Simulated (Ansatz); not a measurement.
A run of Ansatz (development build ahead of 0.2.0) on singlet BN at this shape:

```xyz
2

B     0.0000    0.0000    0.0000
N     0.0000    0.0000    1.1900
```

Its results:

```json
{"Converged": "yes", "Reference energy": "-78.90082 hartree", "Correlation energy": "-0.16253 hartree", "Total energy": "-79.06335 hartree", "Spin squared of the determinant": "1.079", "Stability test": "minimum"}
```

Forces (eV/Å):
```json
{"atom": "B1", "Fx": "0.000", "Fy": "0.000", "Fz": "-11.385"}
{"atom": "N2", "Fx": "0.000", "Fy": "0.000", "Fz": "11.385"}
```

Question: Which input gives this output? Name the method, the orbitals and the basis set, and write the input.

Answer: UHF-MP2 in def2-SVP.

```yaml
crystal:
  periodic: [false, false, false]
  atoms:
    - { symbol: B, position_ang: [0.0, 0.0, 0.0] }
    - { symbol: "N", position_ang: [0.0, 0.0, 1.19] }
basis:
  gaussian: { orbitals: def2-SVP }
magnetization:
  spin_polarized: true
hamiltonian:
  xc: hf
correlation:
  method: mp2
  frozen_orbitals: { B: 1, "N": 1 }
output:
  forces: true
```

Caution: the unrestricted determinant is a mixture of spin states.
